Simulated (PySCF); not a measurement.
Which level of theory gave which numbers?

Compound: acetyl chloride, C2H3ClO.
InChI=1S/C2H3ClO/c1-2(3)4/h1H3

The closed-shell ground state was solved 4 times with PySCF (density fitting, gas phase), always in the pcSseg-2 basis (193 functions), with these functionals: B97-2, KT3, PBE0 and wB97X-D. Isolated species at its PBE0-D3(BJ)/def2-TZVP geometry, gas phase.

```
row  total energy (Eh)  HOMO (eV)  LUMO (eV)  dipole (D)
  P          -618.8690      -7.26      -2.14        2.76
  Q          -613.2090      -8.63      -1.07        2.87
  R          -613.5156      -8.36      -1.15        2.86
  S          -613.4820     -10.49       0.81        2.89
```

Which functional belongs to which row?

P = KT3, Q = PBE0, R = B97-2, S = wB97X-D. By rising HOMO–LUMO gap: KT3 (GGA) 5.12 eV; B97-2 (global hybrid, 21 % exact exchange) 7.21 eV; PBE0 (global hybrid, 25 % exact exchange) 7.56 eV; wB97X-D (range-separated hybrid) 11.30 eV. Total energies of different functionals aren't bounds to one another; each is stationary for its own functional.

wB97X-D is run here without its empirical dispersion term; that term would change no orbital, density or response property at a fixed geometry.
